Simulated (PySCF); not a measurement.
All of these have the formula C4H5N. Method used: TDDFT CAM-B3LYP/def2-SVPD, vertical, gas phase, core orbitals frozen in the response in PySCF 2.14.0, density-fitted response routines. Geometries: PBE0-D3(BJ)/def2-SVP; one conformer of each isolated species. Triplets are in the Tamm–Dancoff approximation.

Task: Rank by computed lowest singlet excitation energy, lowest first.
A. `[N+](#[C-])CC=C`
B. `C#C[C@@H]1CN1`
C. `[C-]#[N+]C1CC1`
D. `[H]/N=C\C#CC`

Result: D (4.81 eV), B (6.04 eV), C (7.21 eV), A (7.54 eV).

```csv
SMILES,S1 (eV),α (au),gap (eV),HOMO (eV),T1 (eV),LUMO (eV),S1 mainly
[H]/N=C\C#CC,4.81,58.3,8.86,-9.02,3.78,-0.15,H-1→L (91%)
C#C[C@@H]1CN1,6.04,52.9,9.85,-8.51,5.11,1.34,H→L (33%)
[C-]#[N+]C1CC1,7.21,50.6,11.00,-9.84,5.75,1.16,H→L (52%)
[C-]#[N+]CC=C,7.54,53.7,10.29,-9.63,4.39,0.67,H→L (90%)
```

H and L stand for HOMO and LUMO.

- `[H]/N=C\C#CC`: Löwdin shares by element: HOMO carbon 69% or more, nitrogen 20%; LUMO carbon 56% or more, nitrogen 30%.
- `C#C[C@@H]1CN1`: Löwdin shares by element: HOMO carbon 48% or more, nitrogen 33% (atoms not listed hold the other 19%); LUMO carbon 65% (atoms not listed hold the other 35%).
- `[C-]#[N+]C1CC1`: Löwdin shares by element: HOMO carbon 53% or more, nitrogen 25% (atoms not listed hold the other 22%); LUMO carbon 39% or more, hydrogen 17% or more (atoms not listed hold the other 44%).
- `[C-]#[N+]CC=C`: Löwdin shares by element: HOMO carbon 84% (atoms not listed hold the other 16%); LUMO carbon 70% or more, hydrogen 7% or more (atoms not listed hold the other 23%).
